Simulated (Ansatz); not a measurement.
CH5N, triplet, at the geometry of the source list (a higher spin typed on purpose: for a closed-shell molecule this is an excited state); B3LYP/3-21G in Ansatz (a program for electronic structure).

Here is a job for Ansatz.
Ansatz 0.2 input:
```yaml
crystal:
  periodic: [false, false, false]
  atoms:
    - {symbol: C, position_ang: [-0.56500000, 0.09650000, -0.01810000]}
    - {symbol: N, position_ang: [0.84900000, -0.09110000, -0.30040000]}
    - {symbol: H, position_ang: [-1.13450000, -0.61880000, -0.61070000]}
    - {symbol: H, position_ang: [-0.84960000, 1.10190000, -0.32720000]}
    - {symbol: H, position_ang: [-0.83900000, -0.03220000, 1.03900000]}
    - {symbol: H, position_ang: [1.13770000, -1.02450000, -0.02250000]}
    - {symbol: H, position_ang: [1.40140000, 0.56820000, 0.23990000]}
basis:
  gaussian:
    orbitals: 3-21G.json
hamiltonian:
  xc: b3lyp
magnetization: {spin_polarized: true, initial_magnetization: 2}
```
The basis file holds 3-21G in the JSON format of the Basis Set Exchange.

Output, abridged:

```
Functional definition: B3LYP
357 factors; integrals over basis functions are off by at most 1.0e-3 eV
mean field evaluation 1: about -2584.4930 eV, gradient 2.1e1 eV
mean field evaluation 2: about -2584.3124 eV, gradient 2.3e1 eV
mean field evaluation 4: about -2586.7257 eV, gradient 1.3e0 eV
mean field evaluation 8: about -2586.7930 eV, gradient 1.3e-2 eV
mean field evaluation 16: about -2586.7930 eV, gradient 2.7e-5 eV
mean field -2586.79296066 eV, -95.0628879131 hartree, gradient 2.7e-5 eV, S^2 2.002194; 0 other end points of the search recorded, 0 dependent functions left out
reference -2586.79311150 eV, -95.0628934562 hartree; 10, 8 occupied and 18, 20 virtual orbitals, 357 factors
Total energy: -2586.79311150 eV, -95.0628934562 hartree
```
